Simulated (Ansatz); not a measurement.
```yaml
crystal:
  periodic: [false, false, false]
  atoms:
    - {symbol: P, position_ang: [0.000000, 0.000000, 0.000000]}
    - {symbol: P, position_ang: [0.000000, 0.000000, 1.990200]}
basis:
  gaussian: {orbitals: def2-TZVP}
total_charge: 1
magnetization: {spin_polarized: true, initial_magnetization: 1}
hamiltonian: {xc: pbe0}
relax: {f_tol: 0.004, max_steps: 80}
```

```sh
$ ansatz run in.yaml --threads 1 --pin off --events-out ev --progress --plain --max-ram 2176MiB
```

Steps of the relaxation (energy above the last step; positions in Å, forces in eV/Å):

```
2
step 1, 8.8 meV
P     0.000    0.000    0.000    0.000    0.000    0.702
P     0.000    0.000    1.990    0.000    0.000   -0.702
```

```
2
step 2, 1.1 meV
P     0.000    0.000    0.017    0.000    0.000   -0.261
P     0.000    0.000    1.974    0.000    0.000    0.261
```

```
2
step 3, 0.0 meV
P     0.000    0.000    0.012    0.000    0.000   -0.002
P     0.000    0.000    1.978    0.000    0.000    0.002
```

Close pairs at the end: P1–P2 1.966 Å.

A stationary point of unrestricted PBE0 after 3 steps, with ⟨S²⟩ = 0.754 against 0.75 for a pure state. 21 s on 1 thread of Arm Neoverse V1, shared host.
